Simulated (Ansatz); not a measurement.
1T (CdI2-type) CdI2, treated with PBEsol in Ansatz (plane waves, PAW).

Numerical settings: plane-wave cutoff 520 eV, 12×12×6 k mesh (along the axes of the cell as run), Fermi–Dirac smearing 0.01 eV, scalar-relativistic PAW data made under PBE.

Cell (relaxed at this level):

```
CELL_PARAMETERS angstrom
      2.11004    -3.65470     0.00000
      2.11004     3.65470     0.00000
      0.00000     0.00000     6.97415
ATOMIC_POSITIONS crystal
  Cd 0.00000 0.00000 0.00000
  I  0.33333 0.66667 0.24436
  I  0.66667 0.33333 0.75564
```

**Question.** Predict the bulk modulus, band gap and smallest direct gap on the k points sampled.

**Answer.** 
- bulk modulus = 8.65 GPa
- band gap = 2.29 eV
- smallest direct gap on the k points sampled = 2.57 eV

Note: the cell comes from a level without a dispersion term, which matters for the spacing of layers, chains or molecules; the bulk modulus comes from volumes at which shape and atoms were relaxed; the cell has widely spaced layers and the level no dispersion term, so their spacing and the moduli can rest on weak binding.

Spin–orbit coupling is not included; with these elements it can move the gap by several tenths of an eV or more.

It cost around 15 core-minutes (rough) of CPU time.

Ansatz is a quantum-chemistry and plane-wave program.
